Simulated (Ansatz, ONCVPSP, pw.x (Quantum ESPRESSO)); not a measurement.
Equation-of-state test of one ONCV potential (Pm (Z = 61))

```json
{
 "Element": "promethium",
 "Generator": "ONCVPSP 4.0.1",
 "Type": "optimised norm-conserving Vanderbilt (ONCV)",
 "Functional": "LDA (Perdew-Wang 92)",
 "Relativity": "scalar-relativistic",
 "Frozen core": "[Kr] 4d10",
 "Valence charge": "15",
 "Reference configuration": "4f5 5s2 5p6 6s1 (charge +1)",
 "Partial waves": "5s+6s: rc 2.15 bohr, ncon 3, nbas 6, qcut 5.4 1/bohr, 2 projectors; 5p: rc 1.90 bohr, ncon 4, nbas 7, qcut 4.2 1/bohr, 1 projector; d scattering state at 0.4 Ha: rc 2.00 bohr, ncon 3, nbas 7, qcut 5.1 1/bohr, 2 projectors, debl 2.4 Ha; 4f: rc 1.55 bohr, ncon 4, nbas 8, qcut 10.5 1/bohr, 1 projector",
 "Local potential": "polynomial inside 1.40 bohr (lpopt 4, dvloc0 6 Ha)",
 "Core correction": "Teter function, fcfact 3, rcfact 1.05"
}
```

In the d channel the program set the typed energies aside and used 0.050, 2.450 Ha.

Crystal test: sc Pm in pw.x 7.5, no spin, 13³ k-points, Fermi–Dirac smearing 0.01 Ry, cutoffs 125/500 Ry. The reference is all-electron LAPW (Ansatz 0.2.0) with the same functional, mesh and smearing; V0 and B0 come from Birch–Murnaghan fits to the pressures at five volumes. Errors are pseudo minus all-electron; Δ is the rms difference of the E(V) curves that follow from these fits, minima aligned, over ±6 % about the mean V0. Mesh and smearing are coarse, so the numbers serve the comparison and aren't converged zero-temperature values; the lattice is a test structure that the element need not adopt. Spin polarisation and strong correlation are left out, which matters for this element.

All-electron: a0 = 2.518 Å (V0 = 15.97 Å³/atom), B0 = 171.4 GPa.

Task: How far does the potential miss the all-electron equation of state?

Result: mean pressure error (GPa): -0.34; a0 (Å): 2.516; a0 error (%): -0.07; B0 error (%): -3.3; Δ (meV/atom): 1.4. Atomic configuration tests: tests left out (the all-electron energies of this program are off by 10 to 40 meV for near-neutral 4f atoms).

```csv
V (Å³/atom),P all-electron (GPa),P pseudo (GPa)
15.141,10.97,10.30
15.540,5.22,4.60
15.938,0.36,-0.02
16.336,-3.61,-3.73
16.735,-6.78,-6.69
```

Task: At the middle volume, how do free energy and pressure move when the wave cutoff is lowered (ecutrho kept at four times it)?

Result:

| cutoff (Ry) | shift of F (meV/atom) | shift of P (GPa) |
| --- | --- | --- |
| 56 | +39965.9 | -750.22 |
| 75 | +6840.7 | -444.67 |
| 100 | +76.4 | -12.92 |

The run at the middle volume (84 k-points, 12 iterations) took about 49 s on one core of a shared host (Intel(R) Xeon(R) Platinum 8375C CPU @ 2.90GHz, 128 threads, 992 GiB, load 73).
